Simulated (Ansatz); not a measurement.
The input, for Ansatz 0.2.0:

```yaml
crystal:
  periodic: [false, false, false]
  atoms:
    - {symbol: S, position_ang: [0.000000, -0.014661, 0.000000]}
    - {symbol: H, position_ang: [0.000000, 0.233206, -1.318091]}
    - {symbol: H, position_ang: [0.000000, 0.233201, 1.318092]}
basis:
  gaussian: {orbitals: x2c-TZVPPall}
magnetization: {spin_polarized: false}
correlation: {method: bccd, electrons: outside_noble_gas}
scf: {lower_state_search: full}
```

```sh
$ ansatz run in.yaml --threads 1 --pin off --events-out ev --progress --plain --max-ram 2393MiB
```

Output:

```
402 factors; integrals over basis functions are off by at most 1.2e-3 eV
mean field evaluation 1: about -10875.4917 eV, gradient 1.2e1 eV
mean field evaluation 2: about -10875.4915 eV, gradient 1.2e1 eV
mean field evaluation 4: about -10876.0517 eV, gradient 1.5e0 eV
mean field evaluation 8: about -10876.0826 eV, gradient 5.0e-3 eV
mean field evaluation 16: about -10876.0523 eV, gradient 1.5e0 eV
mean field -10876.08264724 eV, -399.6886652125 hartree, gradient 5.6e-6 eV, S^2 0.000000; 0 other end points of the search recorded, 0 dependent functions left out
5 core orbitals not correlated: weight in the atoms' cores, before any rotation towards them, 1.000 or more for the frozen orbitals, at most 0.000 for the correlated occupied ones
reference -10876.08264724 eV, -399.6886652125 hartree; 4, 4 occupied and 61, 61 virtual orbitals, 402 factors
second order -5.45981275 eV of doubles, -0.00000000 eV of singles
cycle   1  -5.91285144 eV  change   -4.5e-1 eV  update   5.3e-2
cycle   2  -6.09161965 eV  change   -1.8e-1 eV  update   2.0e-2
cycle   3  -6.10990750 eV  change   -1.8e-2 eV  update   7.6e-3
cycle   4  -6.10705575 eV  change    2.9e-3 eV  update   3.4e-3
cycle   5  -6.10670497 eV  change    3.5e-4 eV  update   1.7e-3
cycle   6  -6.10610191 eV  change    6.0e-4 eV  update   7.2e-4
cycle   7  -6.10610754 eV  change   -5.6e-6 eV  update   2.8e-4
cycle   8  -6.10600427 eV  change    1.0e-4 eV  update   6.8e-5
cycle   9  -6.10599055 eV  change    1.4e-5 eV  update   2.0e-5
cycle  10  -6.10599525 eV  change   -4.7e-6 eV  update   4.7e-6
Total energy: -10882.18864250 eV, -399.9130563993 hartree
Relativity: scalar
```

Ran on 1 thread of INTEL XEON PLATINUM 8581C, shared host: 0.69 s wall, 0.2 GiB peak host memory.
